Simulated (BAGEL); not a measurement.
# C2H6Si (SMILES CC[SiH]): HF/6-31G(d) (density fitting with qzvpp-jkfit, spherical functions)

Aim: the vertical singlet–triplet gap of C2H6Si at HF/6-31G* (density fitting with qzvpp-jkfit, spherical functions), from 2 runs. 

Program for the calculation: BAGEL 1.2.2.

2 further runs of the same task are left out: 2 set aside as unsound or not needed.

## Step 1: Starting point

C2H6Si: 9 atoms, total charge 0, spin state singlet. As SMILES, `CC[SiH]`. The shape is that of a PBE0-D4/def2-TZVP optimisation. This is one conformer, not always the lowest.

Bond lengths: C1–C2 1.523 Å, C2–Si3 1.891 Å, C1–H4 1.094 Å, C1–H5 1.093 Å, C1–H6 1.092 Å, C2–H7 1.095 Å, C2–H8 1.111 Å, Si3–H9 1.532 Å. Some angles: C1–C2–Si3 121.0°, C1–C2–H7 111.7°, C1–C2–H8 109.8°, Si3–C2–H7 110.3°, Si3–C2–H8 97.9°, C2–C1–H4 112.0°, C2–C1–H5 111.1°, C2–C1–H6 111.0°, C2–Si3–H9 94.7°, H7–C2–H8 104.1°.

## Step 2: A single-point energy at HF/6-31G(d) (density fitting with qzvpp-jkfit, spherical functions)

job.json

```json
{ "bagel" : [

{
  "title" : "molecule",
  "basis" : "6-31gs.json",
  "df_basis" : "qzvpp-jkfit",
  "angstrom" : true,
  "geometry" : [
    { "atom" : "C", "xyz" : [   -0.593600,    0.495600,   -0.562700 ] },
    { "atom" : "C", "xyz" : [    0.423400,   -0.563800,   -0.158900 ] },
    { "atom" : "Si", "xyz" : [    1.475100,   -0.358700,    1.398700 ] },
    { "atom" : "H", "xyz" : [   -1.208900,    0.173100,   -1.407700 ] },
    { "atom" : "H", "xyz" : [   -0.098000,    1.423000,   -0.860500 ] },
    { "atom" : "H", "xyz" : [   -1.258400,    0.736300,    0.269500 ] },
    { "atom" : "H", "xyz" : [    1.051000,   -0.864800,   -1.004300 ] },
    { "atom" : "H", "xyz" : [   -0.103000,   -1.497700,    0.133400 ] },
    { "atom" : "H", "xyz" : [    0.401100,    0.410600,    2.175300 ] }
  ]
},
{
  "title" : "hf"
},
{
  "title" : "print",
  "file" : "orbitals.molden",
  "orbitals" : true
}

]}
```

The basis set 6-31G* is read from a file made from the Basis Set Exchange's data (not shown).

Started as:

```console
$ BAGEL_NUM_THREADS=1 BAGEL job.json > job.out
```

The log of the run:

```text
* using 1 threads per process

  ===============================================================
  ===============================================================

  *** Geometry ***

  { "atom" : "C", "xyz" : [     -1.121741,      0.936548,     -1.063349 ] },
  { "atom" : "C", "xyz" : [      0.800110,     -1.065428,     -0.300277 ] },
  { "atom" : "Si", "xyz" : [      2.787535,     -0.677845,      2.643160 ] },
  { "atom" : "H", "xyz" : [     -2.284490,      0.327112,     -2.660167 ] },
  { "atom" : "H", "xyz" : [     -0.185193,      2.689080,     -1.626109 ] },
  { "atom" : "H", "xyz" : [     -2.378031,      1.391405,      0.509281 ] },
  { "atom" : "H", "xyz" : [      1.986102,     -1.634235,     -1.897852 ] },
  { "atom" : "H", "xyz" : [     -0.194642,     -2.830243,      0.252089 ] },
  { "atom" : "H", "xyz" : [      0.757969,      0.775922,      4.110721 ] },

  Number of auxiliary basis functions:      386

  Since a DF basis is specified, we compute 2- and 3-index integrals:
    o Being stored without compression. Storage requirement is 0.010 GB

  Number of basis functions:       58
  Number of electrons      :       32

    * METHOD: MOLECULE                             0.11

  *** RHF ***

  === Nuclear Repulsion ===
    95.8004765819

      * DIIS with orbital gradients will be used.

  === RHF iteration (6-31gs.json) ===
      0       -367.98030731          0.01716631           0.02
      1       -368.05754455          0.00757874           0.02
      2       -368.07306803          0.00179539           0.02
      3       -368.07438146          0.00021915           0.02
      4       -368.07441158          0.00008317           0.02
      5       -368.07441579          0.00002422           0.02
      6       -368.07441620          0.00000722           0.02
      7       -368.07441626          0.00000307           0.02
      8       -368.07441627          0.00000126           0.02
      9       -368.07441627          0.00000053           0.02
     10       -368.07441627          0.00000018           0.02
     11       -368.07441627          0.00000008           0.02
     12       -368.07441627          0.00000002           0.02
     13       -368.07441627          0.00000001           0.02
    * SCF iteration converged.

    * Permanent dipole moment:
           (    0.334715,    -0.031572,     0.326979) a.u.

    * METHOD: HF                                   0.38

    * METHOD: PRINT                                0.01

  ===============================================================
```

Wall time 0.66 s (1 thread of Arm Neoverse V2, shared host).

## Step 3: The triplet

job.json

```json
{ "bagel" : [

{
  "title" : "molecule",
  "basis" : "6-31gs.json",
  "df_basis" : "qzvpp-jkfit",
  "angstrom" : true,
  "geometry" : [
    { "atom" : "C", "xyz" : [      -0.593600,       0.495600,      -0.562700 ] },
    { "atom" : "C", "xyz" : [       0.423400,      -0.563800,      -0.158900 ] },
    { "atom" : "Si", "xyz" : [       1.475100,      -0.358700,       1.398700 ] },
    { "atom" : "H", "xyz" : [      -1.208900,       0.173100,      -1.407700 ] },
    { "atom" : "H", "xyz" : [      -0.098000,       1.423000,      -0.860500 ] },
    { "atom" : "H", "xyz" : [      -1.258400,       0.736300,       0.269500 ] },
    { "atom" : "H", "xyz" : [       1.051000,      -0.864800,      -1.004300 ] },
    { "atom" : "H", "xyz" : [      -0.103000,      -1.497700,       0.133400 ] },
    { "atom" : "H", "xyz" : [       0.401100,       0.410600,       2.175300 ] }
  ]
},

{ "title" : "uhf", "nopen" : 2 },

{ "title" : "print", "file" : "orbitals.molden", "orbitals" : true }

]}
```

The basis set 6-31G* is read from a file made from the Basis Set Exchange's data (not shown).

Started as:

```console
$ BAGEL_NUM_THREADS=1 BAGEL job.json > job.out
```

The log of the run:

```text
* using 1 threads per process

  ===============================================================
  ===============================================================

  *** Geometry ***

  { "atom" : "C", "xyz" : [     -1.121741,      0.936548,     -1.063349 ] },
  { "atom" : "C", "xyz" : [      0.800110,     -1.065428,     -0.300277 ] },
  { "atom" : "Si", "xyz" : [      2.787535,     -0.677845,      2.643160 ] },
  { "atom" : "H", "xyz" : [     -2.284490,      0.327112,     -2.660167 ] },
  { "atom" : "H", "xyz" : [     -0.185193,      2.689080,     -1.626109 ] },
  { "atom" : "H", "xyz" : [     -2.378031,      1.391405,      0.509281 ] },
  { "atom" : "H", "xyz" : [      1.986102,     -1.634235,     -1.897852 ] },
  { "atom" : "H", "xyz" : [     -0.194642,     -2.830243,      0.252089 ] },
  { "atom" : "H", "xyz" : [      0.757969,      0.775922,      4.110721 ] },

  Number of auxiliary basis functions:      386

  Since a DF basis is specified, we compute 2- and 3-index integrals:
    o Being stored without compression. Storage requirement is 0.010 GB

  Number of basis functions:       58
  Number of electrons      :       32

    * METHOD: MOLECULE                             0.11

  *** Open-shell HF ***

  === Nuclear Repulsion ===
    95.8004765819

      * DIIS with orbital gradients will be used.

  === UHF iteration (6-31gs.json) ===
      0       -367.93736258          0.03255751           0.04
      1       -368.02474257          0.01454907           0.04
      2       -368.04062858          0.00758593           0.04
      3       -368.04506364          0.00162412           0.04
      4       -368.04599081          0.00052847           0.04
      5       -368.04615009          0.00023784           0.04
      6       -368.04620223          0.00006524           0.04
      7       -368.04621627          0.00003249           0.04
      8       -368.04622228          0.00001337           0.04
      9       -368.04622337          0.00000600           0.04
     10       -368.04622348          0.00000253           0.04
     11       -368.04622349          0.00000143           0.04
     12       -368.04622350          0.00000081           0.04
     13       -368.04622350          0.00000034           0.04
     14       -368.04622350          0.00000023           0.04
     15       -368.04622350          0.00000016           0.04
     16       -368.04622350          0.00000010           0.04
     17       -368.04622350          0.00000004           0.04
     18       -368.04622350          0.00000002           0.04
     19       -368.04622350          0.00000001           0.04
    * SCF iteration converged.

    * S^2 (UHF) is 2.0041

    * Permanent dipole moment:
           (   -0.146227,     0.219749,     0.213741) a.u.

    * METHOD: UHF                                  0.94

    * METHOD: PRINT                                0.01

  ===============================================================
```

Wall time 1.2 s (1 thread of Arm Neoverse V2, shared host).

## Step 4: Summary of results

Level: HF/6-31G* (density fitting with qzvpp-jkfit, spherical functions).

| quantity | value |
| --- | --- |
| singlet: total energy | -368.07442 Eh |
| singlet: dipole moment | 1.19 D |
| singlet: HOMO energy | -8.56 eV |
| singlet: LUMO energy | 0.82 eV |
| singlet: HOMO–LUMO gap | 9.38 eV |
| triplet: total energy | -368.04622 Eh |
| triplet: dipole moment | 0.86 D |
| triplet: ⟨S²⟩ | 2.004 |
| vertical energy of the triplet above the singlet | 0.767 eV |

At this shape the triplet lies 0.77 eV (74.0 kJ/mol) above the singlet.
